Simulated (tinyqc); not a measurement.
UHF in the sto-3g basis, for H2O, spin multiplicity 1, step by step (part 2 of 2). Computed by tinyqc, a small Python program that keeps every step (integrals from PySCF). Command: `OMP_NUM_THREADS=1 python tinyqc.py 25748 25749 out.jsonl` (the two numbers bound the seeds that draw the settings). One thread of a shared host (Intel(R) Xeon(R) Processor @ 2.60GHz), about 0.2 s of CPU time with the checks.

Geometry (angstrom):
```
atom         x          y         z
O     0.000000   0.000000  0.000000
H     0.000000   0.795000  0.567000
H     0.000000  -0.795000  0.567000
```

## Iteration 2: diagonalisation and new density

F(alpha) (hartree), lower triangle:
```
             1O 1s      1O 2s     1O 2px     1O 2py     1O 2pz      2H 1s      3H 1s
1O 1s   -20.126610
1O 2s    -5.148925  -2.361904
1O 2px    0.000000   0.000000  -0.169761
1O 2py    0.000000   0.000000   0.176485  -0.386064
1O 2pz   -0.026499  -0.123924   0.000000   0.000000  -0.373898
2H 1s    -1.137532  -0.981954  -0.058914  -0.379394  -0.318691  -0.522488
3H 1s    -1.137532  -0.981954   0.058914   0.379394  -0.318691  -0.346399  -0.522488
```

F(beta) (hartree), lower triangle:
```
             1O 1s      1O 2s     1O 2px     1O 2py     1O 2pz      2H 1s      3H 1s
1O 1s   -20.126610
1O 2s    -5.148925  -2.361904
1O 2px    0.000000   0.000000  -0.169761
1O 2py    0.000000   0.000000  -0.176485  -0.386064
1O 2pz   -0.026499  -0.123924   0.000000   0.000000  -0.373898
2H 1s    -1.137532  -0.981954   0.058914  -0.379394  -0.318691  -0.522488
3H 1s    -1.137532  -0.981954  -0.058914   0.379394  -0.318691  -0.346399  -0.522488
```

X, lower triangle:
```
            1O 1s      1O 2s    1O 2px     1O 2py     1O 2pz      2H 1s     3H 1s
1O 1s    1.024145
1O 2s   -0.142578   1.234147
1O 2px   0.000000   0.000000  1.000000
1O 2py   0.000000   0.000000  0.000000   1.113301
1O 2pz  -0.009420   0.100953  0.000000   0.000000   1.048024
2H 1s    0.021789  -0.286701  0.000000  -0.228493  -0.136846   1.196608
3H 1s    0.021789  -0.286701  0.000000   0.228493  -0.136846  -0.080272  1.196608
```

D(alpha) after iteration 1, lower triangle:
```
            1O 1s      1O 2s     1O 2px     1O 2py    1O 2pz      2H 1s     3H 1s
1O 1s    1.042655
1O 2s   -0.168693   0.710210
1O 2px   0.000000   0.000000   0.731698
1O 2py   0.000000   0.000000  -0.397034   0.756325
1O 2pz   0.050122  -0.233798   0.000000   0.000000  0.852449
2H 1s   -0.046903   0.129474   0.387189   0.026824  0.117436   0.365528
3H 1s   -0.046903   0.129474  -0.387189  -0.026824  0.117436  -0.251799  0.365528
```

D(beta) after iteration 1, lower triangle:
```
            1O 1s      1O 2s     1O 2px     1O 2py    1O 2pz      2H 1s     3H 1s
1O 1s    1.042655
1O 2s   -0.168693   0.710210
1O 2px   0.000000   0.000000   0.731698
1O 2py   0.000000   0.000000   0.397034   0.756325
1O 2pz   0.050122  -0.233798   0.000000   0.000000  0.852449
2H 1s   -0.046903   0.129474  -0.387189   0.026824  0.117436   0.365528
3H 1s   -0.046903   0.129474   0.387189  -0.026824  0.117436  -0.251799  0.365528
```

overlap S, lower triangle:
```
           1O 1s     1O 2s    1O 2px     1O 2py    1O 2pz     2H 1s     3H 1s
1O 1s   1.000000
1O 2s   0.236704  1.000000
1O 2px  0.000000  0.000000  1.000000
1O 2py  0.000000  0.000000  0.000000   1.000000
1O 2pz  0.000000  0.000000  0.000000   0.000000  1.000000
2H 1s   0.051561  0.462239  0.000000   0.314806  0.224522  1.000000
3H 1s   0.051561  0.462239  0.000000  -0.314806  0.224522  0.225372  1.000000
```

A level shift of 1 hartree raises the virtual space: F + shift (S - S D(s) S), with D(s) the density of one spin. Diagonalise F' = X^T F X, C = X C', fill 5 alpha and 5 beta electrons from the bottom; D(s) = C_occ C_occ^T. Each column has its largest component positive (the first on a tie).

F' = X^T F X (alpha) (hartree), lower triangle:
```
            1          2          3          4          5          6         7
1  -19.740349
2   -2.740394  -0.859373
3    0.000000   0.000000   0.098540
4    0.000000   0.000000   0.473967   0.123150
5   -0.070924   0.252707   0.000000   0.000000  -0.150915
6   -0.131159  -0.813879  -0.373946  -0.670670  -0.460655   0.590730
7   -0.131159  -0.813879   0.373946   0.670670  -0.460655  -0.022325  0.590730
```

orbital energies (alpha) (hartree): MO1 -20.135940, MO2 -1.196895, MO3 -0.617113, MO4 -0.409508, MO5 -0.215815, MO6 1.560111, MO7 1.667673

coefficients C (alpha):
```
              MO1        MO2        MO3        MO4        MO5        MO6        MO7
1O 1s    0.993961  -0.226052   0.000000   0.087097   0.000000  -0.153612   0.000000
1O 2s    0.027148   0.793394   0.000000  -0.411778   0.000000   0.958259   0.000000
1O 2px   0.000000   0.000000  -0.109777   0.000000   0.904699   0.000000   0.411665
1O 2py   0.000000   0.000000   0.714717   0.000000  -0.304750   0.000000   0.860327
1O 2pz   0.004103   0.129656   0.000000   0.880683   0.000000   0.594692   0.000000
2H 1s   -0.006092   0.192853   0.335911   0.152480   0.393215  -0.814875  -0.774574
3H 1s   -0.006092   0.192853  -0.335911   0.152480  -0.393215  -0.814875   0.774574
```

F' = X^T F X (beta) (hartree), lower triangle:
```
            1          2          3          4          5          6         7
1  -19.740349
2   -2.740394  -0.859373
3    0.000000   0.000000   0.098540
4    0.000000   0.000000  -0.473967   0.123150
5   -0.070924   0.252707   0.000000   0.000000  -0.150915
6   -0.131159  -0.813879   0.373946  -0.670670  -0.460655   0.590730
7   -0.131159  -0.813879  -0.373946   0.670670  -0.460655  -0.022325  0.590730
```

orbital energies (beta) (hartree): MO1 -20.135940, MO2 -1.196895, MO3 -0.617113, MO4 -0.409508, MO5 -0.215815, MO6 1.560111, MO7 1.667673

coefficients C (beta):
```
              MO1        MO2        MO3        MO4        MO5        MO6        MO7
1O 1s    0.993961  -0.226052   0.000000   0.087097   0.000000  -0.153612   0.000000
1O 2s    0.027148   0.793394   0.000000  -0.411778   0.000000   0.958259   0.000000
1O 2px   0.000000   0.000000   0.109777   0.000000   0.904699   0.000000  -0.411665
1O 2py   0.000000   0.000000   0.714717   0.000000   0.304750   0.000000   0.860327
1O 2pz   0.004103   0.129656   0.000000   0.880683   0.000000   0.594692   0.000000
2H 1s   -0.006092   0.192853   0.335911   0.152480  -0.393215  -0.814875  -0.774574
3H 1s   -0.006092   0.192853  -0.335911   0.152480   0.393215  -0.814875   0.774574
```

D(alpha) after iteration 2, lower triangle:
```
            1O 1s      1O 2s     1O 2px     1O 2py    1O 2pz      2H 1s     3H 1s
1O 1s    1.046643
1O 2s   -0.188229   0.799772
1O 2px   0.000000   0.000000   0.830532
1O 2py   0.000000   0.000000  -0.354167   0.603692
1O 2pz   0.051474  -0.259666   0.000000   0.000000  0.792431
2H 1s   -0.036369   0.090055   0.318866   0.120249  0.159266   0.327934
3H 1s   -0.036369   0.090055  -0.318866  -0.120249  0.159266  -0.206975  0.327934
```

D(beta) after iteration 2, lower triangle:
```
            1O 1s      1O 2s     1O 2px     1O 2py    1O 2pz      2H 1s     3H 1s
1O 1s    1.046643
1O 2s   -0.188229   0.799772
1O 2px   0.000000   0.000000   0.830532
1O 2py   0.000000   0.000000   0.354167   0.603692
1O 2pz   0.051474  -0.259666   0.000000   0.000000  0.792431
2H 1s   -0.036369   0.090055  -0.318866   0.120249  0.159266   0.327934
3H 1s   -0.036369   0.090055   0.318866  -0.120249  0.159266  -0.206975  0.327934
```

## Iteration 17 (converged): orbitals

converged F(alpha) (hartree), lower triangle:
```
             1O 1s      1O 2s     1O 2px     1O 2py     1O 2pz      2H 1s      3H 1s
1O 1s   -20.228535
1O 2s    -5.161855  -2.435622
1O 2px    0.000000   0.000000  -0.386363
1O 2py    0.000000   0.000000   0.000011  -0.308297
1O 2pz   -0.028593  -0.113343   0.000000   0.000000  -0.335115
2H 1s    -1.141905  -0.989155  -0.000002  -0.400219  -0.344887  -0.549050
3H 1s    -1.141905  -0.989155   0.000002   0.400219  -0.344887  -0.352334  -0.549050
```

converged F(beta) (hartree), lower triangle:
```
             1O 1s      1O 2s     1O 2px     1O 2py     1O 2pz      2H 1s      3H 1s
1O 1s   -20.228535
1O 2s    -5.161855  -2.435622
1O 2px    0.000000   0.000000  -0.386363
1O 2py    0.000000   0.000000  -0.000011  -0.308297
1O 2pz   -0.028593  -0.113343   0.000000   0.000000  -0.335115
2H 1s    -1.141905  -0.989155   0.000002  -0.400219  -0.344887  -0.549050
3H 1s    -1.141905  -0.989155  -0.000002   0.400219  -0.344887  -0.352334  -0.549050
```

Diagonalise F' = X^T F X, C = X C', fill 5 alpha and 5 beta electrons from the bottom; D(s) = C_occ C_occ^T. Each column has its largest component positive (the first on a tie).

F' = X^T F X (alpha) (hartree), lower triangle:
```
            1          2          3          4          5          6         7
1  -19.849183
2   -2.695104  -1.230198
3    0.000000   0.000000  -0.386363
4    0.000000   0.000000   0.000013   0.004577
5   -0.054413   0.111474   0.000000   0.000000  -0.195429
6   -0.171279  -0.505550  -0.000005  -0.474904  -0.316645   0.018095
7   -0.171279  -0.505550   0.000005   0.474904  -0.316645  -0.096051  0.018095
```

orbital energies (alpha) (hartree): MO1 -20.237304, MO2 -1.253366, MO3 -0.614485, MO4 -0.439699, MO5 -0.386363, MO6 0.577604, MO7 0.733208

coefficients C (alpha):
```
              MO1        MO2        MO3        MO4        MO5        MO6        MO7
1O 1s    0.994164  -0.233853   0.000000   0.099332   0.000000  -0.131615   0.000000
1O 2s    0.026219   0.841320   0.000000  -0.517178   0.000000   0.861425   0.000000
1O 2px   0.000000   0.000000  -0.000021   0.000000   1.000000   0.000000   0.000013
1O 2py   0.000000   0.000000   0.599591   0.000000   0.000000   0.000000   0.992142
1O 2pz   0.004020   0.118437   0.000000   0.786535   0.000000   0.716525   0.000000
2H 1s   -0.005788   0.158193   0.443928   0.280375   0.000019  -0.787929  -0.818747
3H 1s   -0.005788   0.158193  -0.443928   0.280375  -0.000019  -0.787929   0.818747
```

F' = X^T F X (beta) (hartree), lower triangle:
```
            1          2          3          4          5          6         7
1  -19.849183
2   -2.695104  -1.230198
3    0.000000   0.000000  -0.386363
4    0.000000   0.000000  -0.000013   0.004577
5   -0.054413   0.111474   0.000000   0.000000  -0.195429
6   -0.171279  -0.505550   0.000005  -0.474904  -0.316645   0.018095
7   -0.171279  -0.505550  -0.000005   0.474904  -0.316645  -0.096051  0.018095
```

orbital energies (beta) (hartree): MO1 -20.237304, MO2 -1.253366, MO3 -0.614485, MO4 -0.439699, MO5 -0.386363, MO6 0.577604, MO7 0.733208

coefficients C (beta):
```
              MO1        MO2        MO3        MO4        MO5        MO6        MO7
1O 1s    0.994164  -0.233853   0.000000   0.099332   0.000000  -0.131615   0.000000
1O 2s    0.026219   0.841320   0.000000  -0.517178   0.000000   0.861425   0.000000
1O 2px   0.000000   0.000000   0.000021   0.000000   1.000000   0.000000  -0.000013
1O 2py   0.000000   0.000000   0.599591   0.000000   0.000000   0.000000   0.992142
1O 2pz   0.004020   0.118437   0.000000   0.786535   0.000000   0.716525   0.000000
2H 1s   -0.005788   0.158193   0.443928   0.280375  -0.000019  -0.787929  -0.818747
3H 1s   -0.005788   0.158193  -0.443928   0.280375   0.000019  -0.787929   0.818747
```

D(alpha) after iteration 17, lower triangle:
```
            1O 1s      1O 2s     1O 2px     1O 2py    1O 2pz      2H 1s     3H 1s
1O 1s    1.052917
1O 2s   -0.222052   0.975979
1O 2px   0.000000   0.000000   1.000000
1O 2py   0.000000   0.000000  -0.000013   0.359509
1O 2pz   0.054428  -0.307030   0.000000   0.000000  0.632681
2H 1s   -0.014898  -0.012064   0.000010   0.266175  0.239238   0.300741
3H 1s   -0.014898  -0.012064  -0.000010  -0.266175  0.239238  -0.093403  0.300741
```

D(beta) after iteration 17, lower triangle:
```
            1O 1s      1O 2s     1O 2px     1O 2py    1O 2pz      2H 1s     3H 1s
1O 1s    1.052917
1O 2s   -0.222052   0.975979
1O 2px   0.000000   0.000000   1.000000
1O 2py   0.000000   0.000000   0.000013   0.359509
1O 2pz   0.054428  -0.307030   0.000000   0.000000  0.632681
2H 1s   -0.014898  -0.012064  -0.000010   0.266175  0.239238   0.300741
3H 1s   -0.014898  -0.012064   0.000010  -0.266175  0.239238  -0.093403  0.300741
```

## Convergence

Stop when the energy changes by less than 1e-08 hartree and every element of the error matrix X^T (F D S - S D F) X (for each spin) is below 3e-05.

Course of the cycle:
```
iteration   E (hartree)     change  largest element of the error matrix
1          -74.29845751          -                             2.31e-01
2          -74.59321469  -2.95e-01                             1.89e-01
3          -74.75419267  -1.61e-01                             1.45e-01
4          -74.84340487  -8.92e-02                             1.10e-01
5          -74.92453121  -8.11e-02                             6.15e-02
6          -74.95332706  -2.88e-02                             2.90e-02
7          -74.96040551  -7.08e-03                             1.28e-02
8          -74.96187259  -1.47e-03                             5.96e-03
9          -74.96221692  -3.44e-04                             2.85e-03
10         -74.96229799  -8.11e-05                             1.33e-03
11         -74.96231649  -1.85e-05                             6.25e-04
12         -74.96232075  -4.26e-06                             2.95e-04
13         -74.96232174  -9.84e-07                             1.39e-04
14         -74.96232196  -2.28e-07                             6.57e-05
15         -74.96232202  -5.29e-08                             3.14e-05
16         -74.96232203  -1.23e-08                             1.56e-05
17         -74.96232203  -2.87e-09                             7.77e-06
```

PySCF UHF in the same basis, after a stability check = -74.96232203 hartree

Converged in 17 iterations.

## Populations, bond orders and dipole

Mulliken: Z minus the diagonal of D S on the atom; Loewdin: the same with S^(1/2) D S^(1/2); Mayer order: 2 sum_s sum (D(s) S)_ij (D(s) S)_ji over the two atoms.

Charges (e):
```
atom   Mulliken    Loewdin  Mulliken spin
1O    -0.356584  -0.249155              0
2H     0.178292   0.124577              0
3H     0.178292   0.124577              0
```

Mayer bond orders:
```
pair     order
2-1   0.952812
3-1   0.952812
3-2   0.015400
```

dipole moment about the origin, x y z (debye): 0.000000  0.000000  1.671973

<S^2> of the determinant (pure state: 0) = 6.36e-10
